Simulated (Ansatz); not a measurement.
`COC(C)N` + H₂ → `CCOC` + NH₃ at 298.15 K and 1 bar (hydrogenolysis of a C–N bond).

Calculated with Ansatz (gas phase, PBE0-D4/def2-TZVP geometries, no zero-point term in ΔE). CCSD(T)/CBS adds triple-zeta CCSD(T) − MP2 to the extrapolated MP2 energy (def2 sets, frozen cores). This one scheme is used for every species. Each species was taken in one conformer, which may not be the lowest.

| species | CCSD(T)/CBS energy (Eh) | H − E (kJ/mol) | S (J/(mol·K)) |
| --- | --- | --- | --- |
| `COC(C)N` | -249.43844 | 350.1 | 327.1 |
| H₂ | -1.17544 | 35.1 | 130.4 |
| `CCOC` | -194.12862 | 301.2 | 301.7 |
| NH₃ | -56.50880 | 100.5 | 192.4 |

H − E and S are ideal-gas, rigid-rotor, harmonic terms from PBE0-D4/def2-TZVP, for one conformer and one mirror image of each species. For small species the MP2-based limit differs from directly extrapolated CCSD(T) by up to some mEh (0.8 for H₂); such offsets cancel only in part. 1 Eh = 2625.50 kJ/mol, R = 8.31446 J/(mol·K).

Task: By hand: ΔE, ΔH, ΔS and ΔG.

Result: ΔE = (-194.12862) + (-56.50880) − (-249.43844) − (-1.17544) = -0.02354 Eh = -61.8 kJ/mol. Δ(H − E) = 301.2 + 100.5 − 350.1 − 35.1 = 16.5, so ΔH = -45.3 kJ/mol. ΔS = 301.7 + 192.4 − 327.1 − 130.4 = 36.6 J/(mol·K). ΔG = -45.3 − 298.15 × (36.6)/1000 = -56.2 kJ/mol.

Task: By hand: the equilibrium constant, and the temperature at which ΔG would vanish if ΔH and ΔS stayed fixed.

Result: log₁₀ K = −ΔG/(RT ln 10) = 9.8. ΔH and −TΔS have one sign here, so there is no such temperature.

ΔH outweighs TΔS. A doubt of 5 kJ/mol in ΔE shifts log₁₀ K by 0.9 here. Other conformers and mirror images would add mixing entropy, several J/(mol·K) or more a flexible species. These are equilibria of isolated gas molecules and say nothing of rates. Largest T1 diagnostic: 0.010 (customary marks: 0.02 for closed shells, 0.045 for open ones).
